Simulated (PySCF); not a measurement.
# C4H5OP: the cost of one run

Computed with PySCF 2.14.0 and routines of our own; the level stands in each step. Atoms count from 0.

### Step 1. The system as given

11 atoms, charge 0, multiplicity 1; geometry from: GFN2-xTB.

### Step 2. Magnetic properties: GIAO CAM-B3LYP/pcSseg-1

What the job is given:

```
{"job": {"kind": "mag", "xc": "CAM-B3LYP", "basis": "pcSseg-1", "isotopologues": 2}, "charge": 0, "multiplicity": 1}
O      2.466010    -0.131904    -0.898151
P      1.325228    -0.270782     0.006736
C      0.331678     1.178495     0.446043
C     -0.957568     0.902849     0.220502
C     -1.224856    -0.422988    -0.320497
C     -0.145544    -1.187644    -0.519126
H      1.641793    -0.837983     1.241994
H      0.720713     2.098728     0.844482
H     -1.770263     1.589832     0.401537
H     -2.236923    -0.724611    -0.543541
H     -0.144843    -2.191322    -0.905943
```

With the program's defaults for keys left out, this is: GIAO CAM-B3LYP/pcSseg-1 magnetisability, rotational g tensor and spin-rotation constants, non-relativistic, gas phase.

Launch:

```bash
OMP_NUM_THREADS=1 python excited_run.py task.json out
```

This one command runs all jobs of the session in turn.

**Question.** How long does this first job take on 1 thread of AMD EPYC 9R45, shared host, and how much memory does it need?

About 11 s, with a peak of 0.69 GiB.
